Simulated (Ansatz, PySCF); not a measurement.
Species: CH3S, charge 0, doublet. CH3S (SMILES C[S], doublet).
B3LYP-D3(BJ)/def2-TZVP minimum from Ansatz (an electronic-structure program):
```xyz
5

C     -0.0139     1.1056     0.0124
S      0.0013    -0.6916    -0.0079
H      1.0336     1.4242     0.0401
H     -0.5062     1.4939     0.9033
H     -0.4650     1.5146    -0.8909
```
Charge 0, spin multiplicity 2.

Wanted: enthalpy of formation at 298 K (by atomisation, with ideal-gas terms from PySCF's Hessian at B3LYP-D3(BJ)/def2-TZVP and the atoms' measured values of the G2/97 table; no spin-orbit terms), in kcal/mol. Open shells are spin-unrestricted; no spin-orbit coupling. CBS(X,Y): correlation extrapolated as X^-3, Hartree-Fock from the larger set (Q,5: extrapolated as (X+1)exp(-9√X)). A bracket is a step between two methods taken in the basis named. Functionals run without relativity, which enters their misses. Double hybrids freeze cores in their MP2 part. '+ core + X2C': CCSD(T) terms for core correlation (cc-pwCVTZ, 1s frozen past Ne) and scalar relativity (cc-pVTZ-DK). Where a partner has so few electrons that a lower coupled-cluster level is exact, that level stands in.

Measured: 29.8 kcal/mol, 124.7 kJ/mol (G2/97 table in ASE (Curtiss et al.)); atomic spin-orbit terms, which the calculations lack, would raise the computed values.

**Question.** How far off this value is PBE/def2-TZVPD (Ansatz), in which direction, and which of these levels come nearer: r2SCAN/def2-TZVPD, B3LYP/def2-TZVPD, PBE0/def2-TZVPD, wB97M-V/def2-TZVPD, B2PLYP/def2-TZVPD, CCSD(T)/CBS(cc-pV(Q+d)Z,cc-pV(5+d)Z) + core + X2C?

**Answer.** PBE gives 22.0 kcal/mol, 7.8 kcal/mol below it. Errors of the others: r2SCAN/def2-TZVPD (Ansatz) -3.6; B3LYP/def2-TZVPD (Ansatz) -0.6; PBE0/def2-TZVPD (Ansatz) -2.8; wB97M-V/def2-TZVPD (Ansatz) -2.9; B2PLYP/def2-TZVPD (Ansatz) 3.7; CCSD(T)/CBS(cc-pV(Q+d)Z,cc-pV(5+d)Z) + core + X2C (Ansatz) -1.4; CCSD(T)/CBS(cc-pV(Q+d)Z,cc-pV(5+d)Z) + [CCSDT(Q) - CCSD(T)]/cc-pV(D+d)Z + core + X2C (Ansatz) -1.7 kcal/mol. Nearer than PBE: r2SCAN/def2-TZVPD, B3LYP/def2-TZVPD, PBE0/def2-TZVPD, wB97M-V/def2-TZVPD, B2PLYP/def2-TZVPD, CCSD(T)/CBS(cc-pV(Q+d)Z,cc-pV(5+d)Z) + core + X2C, CCSD(T)/CBS(cc-pV(Q+d)Z,cc-pV(5+d)Z) + [CCSDT(Q) - CCSD(T)]/cc-pV(D+d)Z + core + X2C.
